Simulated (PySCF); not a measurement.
Trend along the third period: MF cations

PBE0 with triple-zeta basis sets in PySCF, for the lowest determinant that a PBE0 search found; no spin–orbit coupling. De refers to high-spin ground-configuration atoms (the charge goes to the atom of lower measured ionisation energy or higher electron affinity, which is not always the lowest computed limit). A positive dipole points towards F; it is taken about the centre of mass and depends on that origin.

```tsv
M	basis	charged atom	state (unpaired electrons)	Re (Å)	ωe (cm⁻¹)	De (eV)	μ (D)
Mg	pcseg-2	Mg+	singlet (closed shell)	1.704	819	3.97	-9.27
Al	def2-TZVPPD	Al+	doublet (σ ↑)	1.601	935	3.29	-5.31
Si	def2-TZVPPD	Si+	singlet (closed shell)	1.537	1035	6.70	-3.43
P	def2-TZVPPD	P+	doublet (π ↑)	1.509	1058	5.55	-2.56
S	def2-TZVPPD	S+	triplet (π ↑↑)	1.505	1048	4.01	-2.19
Cl	def2-TZVPPD	Cl+	doublet (π ↑)	1.525	983	3.11	-1.68
```

(1) By what factor does the bond length vary along the series?

The rows differ in basis set, which adds steps of its own.

The state changes along the series, so neighbouring rows are not always alike in their bonding.

For an ion De counts to the pair picked by the measured ionisation energies or electron affinities, which need not be the lowest pair at this level. States were picked by a PBE0 search and need not be the measured ground states.

Answers

(1) At PBE0 it runs from 1.505 Å (SF⁺) to 1.704 Å (MgF⁺), a factor of 1.13.
